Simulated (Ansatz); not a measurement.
Born–Oppenheimer molecular dynamics of H$_{6}$OSi (8 atoms, charge 0, multiplicity 1). It starts at the highest image of a converged band. Of that band: Neighbouring images differ by up to 1.8 eV, so the band resolves the path poorly. A vibrational analysis at the climbing image gives one clearly imaginary mode, 1233i cm⁻¹: a first-order saddle point.

These are results of RKS PBE/def2-mTZVP (Ansatz 0.2.0), not measurements.

```
ensemble                      : NVE (velocity Verlet)
time step                     : 0.5 fs
steps asked                   : 200
starting velocities drawn for : 100 K
seed                          : 8198
```

Frames 2.5 fs apart, positions in Å, forces in eV/Å.

Velocities at 65.0 fs (Å/ps):

```
Si -3.06 -0.70 -14.93
O 3.70 -2.76 28.07
H 29.39 1.58 15.25
H -31.21 0.66 -1.56
H -6.08 6.19 -52.16
H 39.33 34.78 13.34
H -1.73 7.28 -35.19
H -3.28 13.02 30.85
```

```xyz
8
Properties=species:S:1:pos:R:3:forces:R:3 time_fs=65.0 energy_less_start_eV=-1.467 T=1991
Si -0.001 -0.059 -0.644 -0.05 1.50 -0.72
O 0.310 -0.440 3.016 -0.07 0.31 -0.86
H -0.091 0.434 2.815 0.15 -0.31 0.14
H 0.633 0.561 0.532 0.17 -0.09 0.42
H -1.475 0.290 -0.579 0.26 -0.29 -0.10
H 0.640 0.714 -1.808 -0.38 -0.38 0.29
H 0.296 -1.472 -0.815 0.01 -0.72 0.06
H 0.234 -0.527 3.968 -0.09 -0.03 0.77
8
Properties=species:S:1:pos:R:3:forces:R:3 time_fs=67.5 energy_less_start_eV=-1.442 T=1959
Si -0.009 -0.059 -0.682 0.23 1.68 -0.77
O 0.320 -0.447 3.085 0.07 -0.33 0.38
H -0.015 0.434 2.856 -0.09 0.26 -0.02
H 0.560 0.559 0.541 0.05 -0.27 0.35
H -1.482 0.296 -0.713 0.27 -0.29 -0.07
H 0.725 0.786 -1.765 -0.54 -0.60 0.35
H 0.293 -1.476 -0.901 0.00 -0.50 0.10
H 0.224 -0.494 4.061 0.01 0.05 -0.33
8
Properties=species:S:1:pos:R:3:forces:R:3 time_fs=70.0 energy_less_start_eV=-1.450 T=1970
Si -0.016 -0.056 -0.722 0.60 1.03 -0.34
O 0.329 -0.454 3.155 -0.07 -0.09 0.70
H 0.057 0.445 2.896 -0.01 0.04 0.00
H 0.488 0.540 0.570 -0.16 -0.49 0.02
H -1.473 0.286 -0.850 0.08 -0.20 -0.03
H 0.779 0.825 -1.702 -0.43 -0.51 0.10
H 0.289 -1.506 -0.981 -0.09 0.20 0.22
H 0.214 -0.459 4.138 0.07 0.02 -0.67
8
Properties=species:S:1:pos:R:3:forces:R:3 time_fs=72.5 energy_less_start_eV=-1.454 T=1974
Si -0.022 -0.050 -0.762 0.56 0.17 0.30
O 0.338 -0.462 3.228 -0.08 0.49 -0.54
H 0.129 0.457 2.937 0.12 -0.49 0.09
H 0.408 0.492 0.600 -0.28 -0.56 -0.26
H -1.460 0.264 -0.988 -0.12 -0.08 0.00
H 0.808 0.835 -1.634 -0.04 -0.13 -0.35
H 0.280 -1.526 -1.048 -0.11 0.63 0.29
H 0.208 -0.423 4.184 -0.05 -0.03 0.48
8
Properties=species:S:1:pos:R:3:forces:R:3 time_fs=75.0 energy_less_start_eV=-1.474 T=2001
Si -0.027 -0.044 -0.802 0.08 -0.32 0.66
O 0.347 -0.468 3.298 0.02 0.12 -0.30
H 0.206 0.445 2.982 0.03 -0.08 -0.08
H 0.312 0.412 0.615 -0.28 -0.45 -0.33
H -1.452 0.237 -1.127 -0.12 0.03 0.04
H 0.835 0.836 -1.586 0.34 0.26 -0.63
H 0.265 -1.512 -1.098 -0.02 0.50 0.24
H 0.199 -0.388 4.251 -0.04 -0.06 0.40
8
Properties=species:S:1:pos:R:3:forces:R:3 time_fs=77.5 energy_less_start_eV=-1.513 T=2051
Si -0.031 -0.039 -0.841 -0.31 0.01 0.40
O 0.356 -0.474 3.368 -0.10 -0.20 0.83
H 0.285 0.428 3.022 -0.02 0.30 -0.15
H 0.199 0.306 0.612 -0.20 -0.20 -0.19
H -1.451 0.211 -1.263 0.09 0.10 0.12
H 0.880 0.851 -1.573 0.26 0.21 -0.41
H 0.249 -1.470 -1.135 0.16 -0.10 0.06
H 0.189 -0.357 4.337 0.12 -0.11 -0.67
8
Properties=species:S:1:pos:R:3:forces:R:3 time_fs=80.0 energy_less_start_eV=-1.515 T=2053
Si -0.037 -0.033 -0.878 -0.33 0.59 -0.12
O 0.365 -0.481 3.441 -0.02 0.28 0.04
H 0.364 0.423 3.056 -0.01 -0.30 0.17
H 0.073 0.188 0.597 -0.10 0.06 -0.03
H -1.444 0.192 -1.392 0.28 0.17 0.21
H 0.939 0.877 -1.584 -0.17 -0.15 0.07
H 0.242 -1.433 -1.168 0.32 -0.66 -0.13
H 0.184 -0.331 4.391 0.03 0.01 -0.21
8
Properties=species:S:1:pos:R:3:forces:R:3 time_fs=82.5 energy_less_start_eV=-1.480 T=2008
Si -0.042 -0.026 -0.916 -0.13 0.35 -0.34
O 0.373 -0.486 3.513 0.20 0.18 -0.93
H 0.442 0.403 3.098 -0.04 -0.38 0.24
H -0.058 0.073 0.579 0.00 0.27 -0.09
H -1.422 0.183 -1.509 0.28 0.22 0.22
H 0.988 0.895 -1.592 -0.47 -0.35 0.40
H 0.254 -1.433 -1.207 0.31 -0.48 -0.18
H 0.180 -0.304 4.436 -0.16 0.20 0.69
8
Properties=species:S:1:pos:R:3:forces:R:3 time_fs=85.0 energy_less_start_eV=-1.461 T=1984
Si -0.049 -0.019 -0.955 0.04 -0.64 -0.14
O 0.382 -0.491 3.583 -0.07 -0.35 0.28
H 0.518 0.365 3.153 0.03 0.32 -0.08
H -0.190 -0.026 0.555 0.12 0.42 -0.34
H -1.383 0.186 -1.613 0.09 0.25 0.12
H 1.012 0.893 -1.577 -0.40 -0.23 0.45
H 0.284 -1.459 -1.257 0.15 0.21 -0.09
H 0.169 -0.268 4.511 0.04 0.03 -0.21
8
Properties=species:S:1:pos:R:3:forces:R:3 time_fs=87.5 energy_less_start_eV=-1.422 T=1934
Si -0.055 -0.013 -0.994 -0.11 -1.60 0.22
O 0.391 -0.497 3.654 -0.17 -0.02 0.62
H 0.596 0.341 3.205 0.01 0.12 0.02
H -0.314 -0.099 0.511 0.25 0.52 -0.48
H -1.339 0.205 -1.711 -0.13 0.25 -0.02
H 1.012 0.878 -1.536 0.01 0.17 0.29
H 0.322 -1.474 -1.312 -0.01 0.66 0.00
H 0.159 -0.229 4.577 0.16 -0.11 -0.66
8
Properties=species:S:1:pos:R:3:forces:R:3 time_fs=90.0 energy_less_start_eV=-1.417 T=1927
Si -0.061 -0.011 -1.032 -0.47 -1.88 0.27
O 0.400 -0.503 3.726 0.25 0.35 -0.61
H 0.673 0.323 3.259 -0.16 -0.47 0.29
H -0.424 -0.143 0.441 0.29 0.52 -0.33
H -1.302 0.238 -1.809 -0.15 0.21 -0.08
H 1.013 0.874 -1.478 0.41 0.55 0.15
H 0.361 -1.452 -1.368 -0.07 0.60 0.00
H 0.158 -0.195 4.611 -0.09 0.13 0.31
8
Properties=species:S:1:pos:R:3:forces:R:3 time_fs=92.5 energy_less_start_eV=-1.467 T=1992
Si -0.068 -0.012 -1.070 -0.50 -1.06 -0.18
O 0.409 -0.508 3.796 0.15 -0.01 -0.40
H 0.742 0.281 3.328 -0.01 -0.09 -0.01
H -0.517 -0.155 0.352 0.20 0.42 0.07
H -1.272 0.283 -1.911 0.05 0.13 0.01
H 1.036 0.899 -1.410 0.24 0.44 0.21
H 0.396 -1.396 -1.424 0.01 0.07 -0.09
H 0.152 -0.154 4.658 -0.14 0.10 0.40
```

Of the whole run (100 fs, mean temperature of the second half 1996 K): The conserved energy stayed within 0.046 meV per atom of its start (net change 0.0015 meV per atom), so the integration is sound. The kinetic energy rose, since the run started high on the potential surface and went downhill. It ends in pieces (H2O + H4Si), so much of that is their flight and rotation, not heat. A run of 0.1 ps of so small a system gives no equilibrium averages. The orbitals stay closed-shell, which can raise the energy where a bond breaks towards radicals; this wasn't checked here.

Time of the run: 3.5 min on 1 thread of Arm Neoverse V2, with other jobs on the host, peak memory 0.096 GiB.
